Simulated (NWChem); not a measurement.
**What doublet [SiH2F2]− costs in NWChem**

The species is [SiH2F2]− (5 atoms), meant as a doublet with charge -1. As SMILES of the parent species, `F[SiH2]F`. The shape is that of a PBE0-D4/def2-TZVP optimisation. That shape belongs to the parent species and isn't relaxed for this state.

| atom | x (Å) | y (Å) | z (Å) |
| --- | --- | --- | --- |
| F | -1.0790 | 0.5382 | 0.9807 |
| Si | -0.0052 | -0.0005 | -0.0541 |
| F | 1.2476 | -0.5206 | 0.7669 |
| H | -0.5905 | -1.1387 | -0.7863 |
| H | 0.4271 | 1.1217 | -0.9073 |

Program: NWChem 7.3.0. Hardware: 1 thread of Intel Xeon 6975P-C (Granite Rapids), shared host, so times are rough. Two-electron integrals are exact unless an approximation is named.

(1) Estimate their order by wall time, quickest first.
A. energy at UHF/STO-3G
B. energy of doublet [SiH2F2]+ at UHF/STO-3G
C. energy of doublet [SiH2F2]+ at UM06-2X/aug-cc-pVDZ, grid fine
D. energy at UB3LYP/6-31G* (Cartesian functions), grid xfine

Answers

(1) A (1 s), B (3.9 s), D (11 s), C (30 s).
